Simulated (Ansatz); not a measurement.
Ansatz (an electronic-structure program) input:
A basis named .json is the Basis Set Exchange file of that set.

Ansatz 0.2 input:
```yaml
crystal:
  periodic: [false, false, false]
  atoms:
    - {symbol: C, position_ang: [-0.00084066, 0.06417934, -1.20111192]}
    - {symbol: Si, position_ang: [0.00020234, 0.04776781, 0.68085373]}
    - {symbol: H, position_ang: [0.00228281, -0.95744935, -1.59188620]}
    - {symbol: H, position_ang: [-0.88652208, 0.57124442, -1.58638550]}
    - {symbol: H, position_ang: [0.88111184, 0.57700419, -1.58731491]}
    - {symbol: H, position_ang: [-1.21072394, -0.62626610, 1.22079099]}
    - {symbol: H, position_ang: [1.21606260, -0.61835849, 1.21951500]}
basis:
  gaussian:
    orbitals: aug-cc-pV_D+d_Z.json
magnetization: {spin_polarized: true, initial_magnetization: 1}
correlation: {method: ccsd_t, electrons: outside_noble_gas}
output: {forces: true}
```

Predict the final energy.

-329.97492 Eh (CCSD(T)/aug-cc-pV(D+d)Z). The basis has 100 functions.

It need not be the lowest isomer of its formula.
